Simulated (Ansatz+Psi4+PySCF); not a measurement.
A calculation with PySCF 2.14.0.

```python
from pyscf import gto, scf, mp

mol = gto.M(atom="""
C 0.667480 0.000000 0.000000
C -0.667480 0.000000 0.000000
H 1.237690 0.922830 0.000000
H 1.237690 -0.922830 0.000000
H -1.237690 0.922830 0.000000
H -1.237690 -0.922830 0.000000
""", basis='cc-pvtz', charge=1, spin=1)
mf = scf.UHF(mol)
mf.kernel()
pt = mp.MP2(mf, frozen=2).run()
print(mf.e_tot, pt.e_corr, pt.e_tot)
```

The script is written out from the run's settings.

Results

```json
{"Converged": "yes", "Reference energy": "-77.73690 hartree", "Correlation energy": "-0.27115 hartree", "Total energy": "-78.00804 hartree", "Spin squared of the determinant": "0.755"}
```

Messages of the program:
```
WARN: HOMO -0.285225437667338 >= LUMO -0.285225437667338
WARN: HOMO -0.285225437667338 >= LUMO -0.285225437667338
```

Caution: MP2 on this radical cation hangs on the determinant chosen.
